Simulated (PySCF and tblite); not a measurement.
The numbers below are computed, except where a source is named.
System: C₃H₃ClO, numbered as in [CH2:1]=[C:2]([Cl:3])[CH:4]=[O:5].

Motion: rotation about the C2–C4 bond (torsion C1–C2–C4–O5 from 0° to 180°, rising). GFN2-xTB gives an electronic barrier of 5.4 kcal/mol and a reaction energy of 1.4 kcal/mol.

What does PBE0/pcSseg-2 + D3(BJ) give on GFN2-xTB geometries?

A barrier of 7.4 kcal/mol, 1.9 above the tight-binding barrier (from unrounded values), a reaction energy of -0.5 kcal/mol and, with GFN2-xTB thermal terms, ΔG‡(298 K) = 7.3 kcal/mol and k = 5.5×10⁷ s⁻¹ (2 equivalent paths).

Programs: tblite and PySCF.
